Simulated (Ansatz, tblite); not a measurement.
**Si(SH)2H2 (SiH₄S₂): a ladder of methods and basis sets**

How do method and basis change the picture of Si(SH)2H2 (SiH₄S₂) (singlet)?

Method: as each input shows; program: Ansatz 0.2.0, Gaussian basis.

The runs, in order: GFN1-xTB, GFN2-xTB, PBE-D4/def2-TZVP, r2SCAN-D4/def2-TZVP, revPBE-D4/def2-TZVP, ωB97M-V/def2-TZVP, r2SCAN0-D4/def2-TZVP, B97M-V/def2-TZVP, LDA/def2-TZVP, BLYP-D4/def2-TZVP, ωB97X-V/def2-TZVP, PBE-D4/def2-SVP, PBE0-D4/def2-SVP, HF/STO-3G, PBE0-D4/def2-TZVPD, PBE-D4/def2-TZVPD, r2SCAN-D4/def2-TZVPD, CCSD(T)/def2-TZVPP, MP2/def2-TZVP, RPA/def2-TZVP, CCSD(T)/def2-TZVPD.

### 1 The structure

The singlet was relaxed beforehand with r2SCAN-D4/def2-TZVP.

7 atoms, charge 0, spin multiplicity 1.

Bond lengths: Si1–S2 2.136 Å, Si1–S4 2.136 Å, Si1–H6 1.481 Å, Si1–H7 1.481 Å, S2–H3 1.345 Å, S4–H5 1.345 Å. Angles: S2–Si1–S4 114.3°, S2–Si1–H6 112.8°, S2–Si1–H7 103.3°, S4–Si1–H6 103.3°, S4–Si1–H7 112.8°, H6–Si1–H7 110.7°, Si1–S2–H3 94.4°, Si1–S4–H5 94.4°.

Coordinates:

```xyz
7
H4S2Si
Si   -0.50292    0.01240   -0.35298
S    -0.58534   -0.03345    1.78056
H     0.15719    1.07712    1.93689
S     1.47622    0.01142   -1.15541
H     1.83857   -1.12629   -0.53616
H    -1.10123    1.24094   -0.92298
H    -1.28247   -1.18214   -0.74994
```

PBE0-D4/def2-TZVP was run before; its log isn't repeated, and its numbers join the tables.

### 2 GFN1-xTB

Tight binding, by tblite at 300 K electronic temperature and without a spin-polarisation term:

```python
tblite.interface.Calculator('GFN1-xTB', numbers, positions, charge=0, uhf=0).singlepoint()
```

Energy -313.0109 eV, HOMO -11.16 eV, LUMO -4.92 eV; 0.005 s.

### 3 GFN2-xTB

Tight binding, by tblite at 300 K electronic temperature and without a spin-polarisation term:

```python
tblite.interface.Calculator('GFN2-xTB', numbers, positions, charge=0, uhf=0).singlepoint()
```

Energy -280.4571 eV, HOMO -10.79 eV, LUMO -6.19 eV; 0.004 s.

### 4 PBE-D4/def2-TZVP

start.molden holds the orbitals of an earlier run on this state, given as this run's starting guess.

in.yaml

```yaml
crystal:
  periodic: [false, false, false]
  atoms:
    - {symbol: Si, position_ang: [-0.502922, 0.012401, -0.352978]}
    - {symbol: S, position_ang: [-0.585343, -0.033451, 1.780559]}
    - {symbol: H, position_ang: [0.157187, 1.077115, 1.936891]}
    - {symbol: S, position_ang: [1.476218, 0.011418, -1.155411]}
    - {symbol: H, position_ang: [1.838565, -1.126290, -0.536160]}
    - {symbol: H, position_ang: [-1.101231, 1.240943, -0.922984]}
    - {symbol: H, position_ang: [-1.282474, -1.182136, -0.749938]}
basis:
  gaussian: {orbitals: def2-TZVP, initial_orbitals: start.molden}
hamiltonian: {xc: pbe, dispersion: d4}
scf: {omitted_lower_state_checks: [starts]}
output: {orbitals: {seedname: orbitals}}
```

Command:

```sh
$ ansatz run in.yaml --threads 4 --pin off --events-out ev --progress --plain --max-ram 3916MiB
```

The runs that follow: r2SCAN-D4/def2-TZVP; revPBE-D4/def2-TZVP; ωB97M-V/def2-TZVP; r2SCAN0-D4/def2-TZVP; B97M-V/def2-TZVP; LDA/def2-TZVP; BLYP-D4/def2-TZVP; ωB97X-V/def2-TZVP; PBE-D4/def2-SVP; PBE0-D4/def2-SVP; HF/STO-3G; PBE0-D4/def2-TZVPD; PBE-D4/def2-TZVPD; r2SCAN-D4/def2-TZVPD; CCSD(T)/def2-TZVPP; MP2/def2-TZVP; RPA/def2-TZVP; CCSD(T)/def2-TZVPD.

Before running them: what should the planned runs give, taken together? Wanted: gap in def2-TZVP, named functionals, smallest and largest; correlation energy, CCSD(T)/def2-TZVPP; correlation energy, MP2/def2-TZVP; correlation energy, CCSD(T)/def2-TZVPD; binding an atom, CCSD(T)/def2-TZVPP; PBE0 total energy, smallest basis above largest.

As calculated:

| quantity | value |
| --- | --- |
| gap in def2-TZVP, named functionals, smallest and largest | 5.16 eV (LDA), 11.86 eV (ωB97X-V) |
| correlation energy, CCSD(T)/def2-TZVPP | -15.19 eV |
| correlation energy, MP2/def2-TZVP | -12.59 eV |
| correlation energy, CCSD(T)/def2-TZVPD | -14.83 eV |
| binding an atom, CCSD(T)/def2-TZVPP | 2.949 eV |
| PBE0 total energy, smallest basis above largest | 10.45 eV (def2-SVP, def2-TZVPD) |

Over the named functionals in def2-TZVP the gap runs from 5.16 eV (LDA) to 11.86 eV (ωB97X-V); exact exchange widens it. A small miss in a minimal or small basis is a cancelling of errors, not accuracy. The functionals in def2-TZVP miss CCSD(T)/def2-TZVPP by +0.037 (revPBE-D4) to +0.472 eV (LDA) an atom. The reference is CCSD(T) in one finite basis, so it carries an error of its own, often a tenth of an eV or more, and near misses can't be ranked.
